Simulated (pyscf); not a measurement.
Thermochemistry of product channels of ethane (H₃C–CH₃) + amino radical (NH₂•) on the doublet surface, in kcal/mol, from ωB97M-D3(BJ)/def2-TZVP energies (ideal gas, 1 atm, RRHO with modes under 100 cm⁻¹ raised to 100, one conformer, R ln 2 for rigid chiral ones). Structures and frequencies: ωB97X-D3(BJ)/def2-SVP in PySCF.

```
products                                  ΔE  ΔH(298 K)  ΔG(600 K)  ΔG(900 K)
-------------------------------------  -----  ---------  ---------  ---------
ethyl (•H₂C–CH₃) + ammonia (NH₃)        -6.0       -5.7       -9.7      -11.9
methylamine (H₃C–NH₂) + methyl (CH₃•)   +5.7       +5.8       +3.8       +2.7
H₃C–CH₂–NH• + hydrogen (H₂)            +14.7      +11.5      +12.4      +12.2
```

These are energies of the channels, which say nothing of barriers. H₃C–CH₂–NH• lies 8.9 kcal/mol over its isomer H₃C–CH•–NH₂, and others may lie lower still (electronic energy, ωB97M-D3(BJ)).
